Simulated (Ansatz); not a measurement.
hcp Hf, treated with PBEsol (Ansatz, an electronic-structure program, plane waves, PAW).

Run with plane-wave cutoff 500 eV, 30×30×14 k mesh (along the axes of the cell as run), Fermi–Dirac smearing 0.1 eV, scalar-relativistic PAW data made under PBE.

Computed at the level's own relaxed cell.

### Question
Predict the equilibrium volume per atom, equilibrium lattice constant a and lattice parameter c.

### Answer

- equilibrium volume per atom: 21.61 Å³/atom
- equilibrium lattice constant a: 3.158 Å
- lattice parameter c: 5.004 Å

Measured, for comparison: lattice constant a 3.194 Å (293 K, no zero-point or thermal correction, our sources range from 3.194 to 3.200; as tabulated in Wikipedia's data pages); lattice parameter c 5.051 Å (293 K, no zero-point or thermal correction; as tabulated in Wikipedia's data pages). Computed (rounded) less measured: lattice constant a -1.1 % (-1.1 % to -1.3 % over the range), lattice parameter c -0.9 %. A static lattice is as a rule a little smaller and stiffer than an uncorrected measurement, which narrows the difference in the lattice constant a, lattice parameter c and would widen misses of the other sign.

Spin–orbit coupling is not included.

The computed numbers hold no vibrational or temperature effects.

It cost around 2.9 core-minutes (rough) of CPU time.
